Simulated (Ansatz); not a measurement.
Li, one cell by several methods

```
CELL_PARAMETERS angstrom
-1.71776 1.71776 1.71776
1.71776 -1.71776 1.71776
1.71776 1.71776 -1.71776
ATOMIC_POSITIONS crystal
Li 0.00000 0.00000 0.00000
```

The conventional cell has a = 3.436 Å, b = 3.436 Å, c = 3.436 Å, α = 90.00°, β = 90.00°, γ = 90.00°. Li (atom 1) is surrounded by 8 Li at 2.98 Å.

The structure comes from a relaxation in the same program, started in the bcc type, and has space group Im-3m. Whether it is a known phase or the ground state wasn't checked.

Methods: DFT, PBE, PAW with Ansatz's default frozen-core files, scalar-relativistic (Ansatz 0.2.0); DFT, PBE, all-electron PAW with datasets made for the crystal, scalar-relativistic (Ansatz 0.2.0); DFT, PBE, all-electron LAPW, scalar-relativistic (Ansatz 0.2.0).

For PAW: a Γ-centred 14×14×14 k mesh, Fermi–Dirac smearing of 0.03 eV, cutoff 420 eV, no spin polarisation. The crystal-made all-electron datasets (AE datasets) take a cutoff of 100 eV at this cell. LAPW targets a basis error of 0.25 meV/atom. The Ansatz runs share mesh, smearing and spin set-up. Plane-wave (PAW) pressures include the program's estimate of the Pulay term.

Stress and pressure are positive in compression.

Levels count from the Fermi level.

```tsv
quantity	PAW	AE datasets	LAPW
pressure (GPa)	0.01	0.01	0.01
highest filled level at Γ (eV)	-3.560	-3.558	-3.558
lowest empty level at Γ (eV)	14.618	14.618	14.619
lowest empty level at H (eV)	5.535	5.535	5.535
lowest empty level at P (eV)	3.397	3.397	3.397
```

PAW's pressure differs from the LAPW value by about 0.01 GPa or less.
